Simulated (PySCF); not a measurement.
hydrogen chloride (ClH), SMILES Cl. Geometry optimised at B3LYP-D3(BJ)/def2-TZVPD.

TDA-PBE/def2-TZVPD (PySCF) puts the lowest singlet excitations at 7.28, 7.28, 9.09, 9.09, 9.25, 9.25 eV and the lowest triplet (TDA) at 6.70 eV.

Problem. What are the lowest singlet roots from PySCF with EOM-CCSD/aug-cc-pVDZ? (The exact figures need the calculation; the answer reports its results.)

Solution. 7.81, 7.81, 10.12, 10.12, 10.63, 10.63 eV; triplets 7.34, 7.34, 9.67 eV. S1 differs by 0.53 eV (second minus first; roots are paired by order, and the bases may differ).
